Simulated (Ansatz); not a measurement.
Geometry optimisation, RKS PBE0-D4/def2-SVP (Ansatz).

The input (input.yaml):

```yaml
crystal:
  periodic: [false, false, false]
  atoms:
    - { symbol: O, position_ang: [0.1167, -1.1332, -1.0814] }
    - { symbol: C, position_ang: [0.0487, -0.5916, 0.2269] }
    - { symbol: S, position_ang: [-0.6341, -1.8721, 1.3026] }
    - { symbol: O, position_ang: [-0.6865, 0.5749, 0.2796] }
    - { symbol: C, position_ang: [-0.0946, 1.6684, -0.3035] }
    - { symbol: F, position_ang: [0.9792, 1.9746, 0.4898] }
    - { symbol: H, position_ang: [-0.6849, -1.6663, -1.1123] }
    - { symbol: H, position_ang: [-1.33701, 0.31844, 0.98043] }
    - { symbol: H, position_ang: [0.4473, -2.6839, 1.2222] }
    - { symbol: H, position_ang: [0.2333, 1.4868, -1.2892] }
    - { symbol: H, position_ang: [-0.7768, 2.539, -0.2497] }
basis:
  gaussian: { orbitals: def2-SVP }
hamiltonian:
  xc: pbe0
  dispersion: d4
relax:
  f_tol: 0.02
  max_steps: 50
```

Run as:

```bash
$ ansatz run input.yaml --threads 2 --pin off --max-ram 3072MiB --backend cpu --events-out ev --progress --plain --runs-dir out
```

Task: Where does it end, and by what steps?

Result: The run converged. After 23 steps the energy has fallen by 3.765 eV; C2 moved furthest, 1.88 Å. Parted: C2–O4.

| step | energy less start (eV) | largest force component (eV/Å) | accepted |
| --- | --- | --- | --- |
| 0 | 0.0000 | 5.988 | yes |
| 1 | -1.1685 | 3.089 | yes |
| 2 | -1.9095 | 1.640 | yes |
| 3 | -2.4211 | 1.339 | yes |
| 4 | -2.8214 | 1.740 | yes |
| 5 | -3.0834 | 1.215 | yes |
| 6 | -3.2591 | 1.066 | yes |
| 7 | -3.3336 | 0.725 | yes |
| 8 | -3.3722 | 0.418 | yes |
| 9 | -3.4225 | 0.671 | yes |
| 10 | -3.4752 | 0.424 | yes |
| 11 | -3.5339 | 0.762 | yes |
| 12 | -3.6019 | 0.617 | yes |
| 13 | -3.6600 | 0.769 | yes |
| 14 | -3.7037 | 0.504 | yes |
| 15 | -3.7284 | 0.340 | yes |
| 16 | -3.7464 | 0.217 | yes |
| 17 | -3.6799 | 0.809 | no |
| 18 | -3.7573 | 0.080 | yes |
| 19 | -3.7616 | 0.092 | yes |
| 20 | -3.7621 | 0.193 | yes |
| 21 | -3.7645 | 0.063 | yes |
| 22 | -3.7646 | 0.081 | yes |
| 23 | -3.7651 | 0.019 | yes |

```xyz
11
Properties=species:S:1:pos:R:3
O 0.106 -1.544 -1.195
C 0.336 -2.392 -0.250
S -0.092 -1.722 1.358
O -1.003 0.721 -0.219
C -0.309 1.916 -0.265
F 0.938 1.773 0.250
H -0.289 -0.670 -0.932
H -1.205 0.483 0.700
H 0.192 -2.851 2.034
H -0.230 2.199 -1.325
H -0.832 2.700 0.309
```

Run time: 54 s on 2 threads of INTEL(R) XEON(R) PLATINUM 8581C CPU @ 2.30GHz (Emerald Rapids), with other jobs on the host, peak memory 0.28 GiB.
